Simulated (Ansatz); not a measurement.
in.yaml

```yaml
crystal:
  periodic: [false, false, false]
  atoms:
    - {symbol: Si, position_ang: [0.000000, 0.000000, 2.088600]}
    - {symbol: Al, position_ang: [0.000000, 0.000000, -0.244867]}
    - {symbol: H, position_ang: [0.000000, 0.000000, -1.843733]}
basis:
  gaussian: {orbitals: 6-31G}
magnetization: {spin_polarized: true, initial_magnetization: 2}
correlation: {method: ccsd_t, electrons: outside_noble_gas}
```

```sh
$ ansatz run in.yaml --threads 1 --pin off --events-out ev --progress --plain --max-ram 2393MiB
```

Roughly how long does this take on 1 thread of Arm Neoverse V1, shared host, and how much host memory?

1.1 s wall and 0.07 GiB.

```
310 factors; integrals over basis functions are off by at most 1.4e-4 eV
mean field evaluation 1: about -14456.6325 eV, gradient 5.3e0 eV
mean field evaluation 2: about -14456.6355 eV, gradient 5.3e0 eV
mean field evaluation 4: about -14457.0320 eV, gradient 6.5e-1 eV
mean field evaluation 8: about -14457.0404 eV, gradient 4.0e-3 eV
mean field evaluation 16: about -14457.0351 eV, gradient 2.1e-1 eV
mean field evaluation 32: about -14455.7085 eV, gradient 1.5e0 eV
mean field evaluation 64: about -14454.7440 eV, gradient 2.2e-3 eV
mean field evaluation 96: about -14452.3778 eV, gradient 7.9e-2 eV
mean field evaluation 128: about -14453.7888 eV, gradient 4.8e-2 eV
mean field evaluation 160: about -14453.7085 eV, gradient 9.7e-3 eV
mean field evaluation 192: about -14452.7052 eV, gradient 9.1e-4 eV
mean field -14457.04040715 eV, -531.2864356287 hartree, gradient 2.7e-6 eV, S^2 2.007428; 8 other end points of the search recorded, 0 dependent functions left out
determinant -14457.04040715 eV, -531.2864356287 hartree, with singles and doubles -14459.29236998 eV, -531.3691937362 hartree
determinant -14455.82820285 eV, -531.2418879424 hartree, with singles and doubles -14457.97854569 eV, -531.3209115843 hartree
determinant -14454.74399558 eV, -531.2020440600 hartree, with singles and doubles -14456.69121052 eV, -531.2736028894 hartree
determinant -14453.93203652 eV, -531.1722051150 hartree, with singles and doubles -14455.85629955 eV, -531.2429204773 hartree
determinant -14453.78876997 eV, -531.1669401664 hartree, with singles and doubles -14456.38341262 eV, -531.2622915252 hartree
determinant -14453.72421752 eV, -531.1645679076 hartree, with singles and doubles -14455.89739973 eV, -531.2444308809 hartree
determinant -14453.70853531 eV, -531.1639915972 hartree, with singles and doubles -14455.94697147 eV, -531.2462526087 hartree
10 core orbitals not correlated: weight in the atoms' cores, before any rotation towards them, 1.000 or more for the frozen orbitals, at most 0.000 for the correlated occupied ones
reference -14457.04040715 eV, -531.2864356287 hartree; 5, 3 occupied and 13, 15 virtual orbitals, 310 factors
second order -1.65354993 eV of doubles, -0.00000000 eV of singles
cycle   1  -2.25192676 eV  change    3.6e-5 eV  update   7.9e-4
cycle   2  -2.25169104 eV  change    2.4e-4 eV  update   4.9e-4
cycle   3  -2.25164883 eV  change    4.2e-5 eV  update   2.2e-4
cycle   4  -2.25163208 eV  change    1.7e-5 eV  update   8.9e-5
cycle   5  -2.25169411 eV  change   -6.2e-5 eV  update   2.7e-5
cycle   6  -2.25171877 eV  change   -2.5e-5 eV  update   1.0e-5
cycle   7  -2.25172157 eV  change   -2.8e-6 eV  update   4.8e-6
perturbative correction -0.07286544 eV, -0.0026777556 hartree
Total energy: -14459.36499416 eV, -531.3718626258 hartree
```

For the same geometry and basis full CI lies 36.2 meV lower.
